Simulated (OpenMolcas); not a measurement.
**C2H5B (SMILES BC=C): methods side by side**

C2H5B has 8 atoms, charge 0, and is taken as a singlet. SMILES: `BC=C`. The shape is that of a PBE0-D4/def2-TZVP optimisation.

Quantity: the electronic atomisation energy, in eV. The values are calculated. Electronic energies at fixed atoms, without zero-point motion or spin-orbit coupling.

```
           level             kind     program  value (eV)  CPU time (all runs)
    HF/6-311+G**     Hartree–Fock  OpenMolcas       24.71                 23 s
 SVWN5/6-311+G**              LDA  OpenMolcas       35.83                 53 s
  BLYP/6-311+G**              GGA  OpenMolcas       31.68                 68 s
  TPSS/6-311+G**         meta-GGA  OpenMolcas       32.21                 82 s
r2SCAN/6-311+G**         meta-GGA  OpenMolcas       32.00                 98 s
 B3LYP/6-311+G**    global hybrid  OpenMolcas       31.91                 64 s
 BHLYP/6-311+G**    global hybrid  OpenMolcas       31.28                 60 s
M06-2X/6-311+G**  hybrid meta-GGA  OpenMolcas       31.91                 77 s
```

The values span 24.71 to 35.83 eV. Times are those of the runs behind each value, whatever else they computed, on shared processors of several kinds: orders of magnitude only.
